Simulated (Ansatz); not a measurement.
in.yaml

```yaml
crystal:
  periodic: [false, false, false]
  atoms:
    - {symbol: Si, position_ang: [-1.027621, 0.000000, 0.000000]}
    - {symbol: H, position_ang: [-1.522493, 1.399708, 0.000000]}
    - {symbol: H, position_ang: [-1.522492, -0.699854, 1.212183]}
    - {symbol: H, position_ang: [-1.522493, -0.699854, -1.212182]}
    - {symbol: H, position_ang: [1.153379, 0.000000, 0.000000]}
    - {symbol: C, position_ang: [2.243379, 0.000000, -0.000001]}
    - {symbol: H, position_ang: [2.657847, 0.000000, 0.996160]}
    - {symbol: H, position_ang: [2.657847, 0.000000, -0.996162]}
basis:
  gaussian: {orbitals: cc-pVDZ}
magnetization: {spin_polarized: true, initial_magnetization: 2}
correlation: {method: ccsdt_q, electrons: outside_noble_gas}
```

```sh
$ ansatz run in.yaml --threads 2 --pin off --events-out ev --progress --plain --max-ram 16896MiB --backend cuda --devices 0, --max-vram 18GiB
```

Output:

```
1161 factors; integrals over basis functions are off by at most 2.3e-7 eV
mean field evaluation 1: about -8982.9018 eV, gradient 1.2e1 eV
mean field evaluation 2: about -8982.9430 eV, gradient 1.2e1 eV
mean field evaluation 4: about -8984.2705 eV, gradient 1.4e0 eV
mean field evaluation 8: about -8984.2978 eV, gradient 8.0e-4 eV
mean field evaluation 16: about -8984.2194 eV, gradient 1.4e0 eV
mean field -8984.29782664 eV, -330.1668553533 hartree, gradient 1.7e-6 eV, S^2 2.020640; 0 other end points of the search recorded, 0 dependent functions left out
6 core orbitals not correlated: weight in the atoms' cores, before any rotation towards them, 1.000 or more for the frozen orbitals, at most 0.000 for the correlated occupied ones
reference -8984.29782664 eV, -330.1668553533 hartree; 8, 6 occupied and 48, 50 virtual orbitals, 1161 factors
second order -6.16462388 eV of doubles, -0.00000000 eV of singles
cycle   1  -7.15227198 eV  change   -9.9e-1 eV  update   7.3e-2
cycle   2  -7.64632746 eV  change   -4.9e-1 eV  update   3.0e-2
cycle   3  -7.68068602 eV  change   -3.4e-2 eV  update   1.0e-2
cycle   4  -7.68362930 eV  change   -2.9e-3 eV  update   4.7e-3
cycle   5  -7.68410371 eV  change   -4.7e-4 eV  update   1.6e-3
cycle   6  -7.68321824 eV  change    8.9e-4 eV  update   7.6e-4
cycle   7  -7.68347755 eV  change   -2.6e-4 eV  update   3.1e-4
cycle   8  -7.68385018 eV  change   -3.7e-4 eV  update   1.3e-4
cycle   9  -7.68383364 eV  change    1.7e-5 eV  update   4.6e-5
cycle  10  -7.68378983 eV  change    4.4e-5 eV  update   2.0e-5
cycle  11  -7.68378740 eV  change    2.4e-6 eV  update   9.9e-6
cycle  12  -7.68379254 eV  change   -5.1e-6 eV  update   4.2e-6
cycle  13  -7.68379805 eV  change   -5.5e-6 eV  update   2.0e-6
cycle  14  -7.68379970 eV  change   -1.6e-6 eV  update   8.3e-7
perturbative correction -0.00542629 eV, -0.0001994125 hartree
Total energy: -8991.98705263 eV, -330.4494291966 hartree
```

Ran on 2 threads of AMD EPYC 7R13 with a shared H100 80 GB, shared host: 7 s wall, 0.89 GiB peak host memory.
